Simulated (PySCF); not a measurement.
2,2,2-trifluoroethylamine, C2H4F3N.
Geometry (PBE0-D3(BJ)/def2-TZVP, Å), atoms numbered from 1 in this order:
```
atom  x, y, z in Å
N1    -1.354   -0.247    0.203
C2    -0.132    0.518    0.170
C3     1.042   -0.380   -0.140
F4     0.872   -1.014   -1.312
F5     2.168    0.342   -0.238
F6     1.243   -1.311    0.791
H7    -2.097    0.275    0.644
H8    -1.656   -0.498   -0.729
H9    -0.097    1.335   -0.564
H10    0.057    0.950    1.155
```

IAO charges (e) from the PBE0/pcSseg-2 density (PySCF), one withheld:

```json
{"atom": "N1", "bonded to": "C2 H7 H8", "charge": "-0.5980"}
{"atom": "C2", "bonded to": "N1 C3 H9 H10", "charge": "-0.2028"}
{"atom": "C3", "bonded to": "C2 F4 F5 F6", "charge": "+0.8271"}
{"atom": "F4", "bonded to": "C3", "charge": "-0.2956"}
{"atom": "F5", "bonded to": "C3", "charge": "-0.2949"}
{"atom": "F6", "bonded to": "C3", "charge": "?"}
{"atom": "H7", "bonded to": "N1", "charge": "+0.2679"}
{"atom": "H8", "bonded to": "N1", "charge": "+0.2655"}
{"atom": "H9", "bonded to": "C2", "charge": "+0.1383"}
{"atom": "H10", "bonded to": "C2", "charge": "+0.1719"}
```

(1) What is the charge on F6?

(2) Add each hydrogen's charge to the atom that carries it.

(3) Across which bond do the charges differ most?

(4) Take the bonds between elements whose Pauling electronegativities differ by more than 0.25. In how many does the more electronegative atom carry the lower charge?

(5) How much positive and how much negative charge does this set hold in all?

## Answers

(1) The charges add up to the total charge, 0. The others sum to +0.2794, which leaves -0.2794 e for F6 (fluorine of a CF3 group); the computed value is -0.2793, the difference coming from rounding.

(2) N1 -0.0646, C2 +0.1074. Atoms without hydrogen keep their charges.

(3) C3–F4: +0.8271 on C3 against -0.2956 on F4, a difference of 1.1227 e (C3–F5 within 0.003 e of it). The lower charge is on the more electronegative element of the two (Pauling values: F 3.98, C 2.55).

(4) In 8 of 8.

(5) +1.6707 e on 5 atoms and -1.6706 e on 5.

The IAO scheme projects the occupied orbitals on a minimal set of polarised atomic orbitals and counts the electrons in each atom's part of it. One conformer (not necessarily the lowest) at the PBE0-D3(BJ)/def2-TZVP geometry, without solvent, vibrations or thermal averaging.

These values come from a run that also computed NMR shieldings. The run took 50 s wall on an Arm Neoverse N1 with one thread, shared host, and the process peaked at 0.92 GiB of memory.
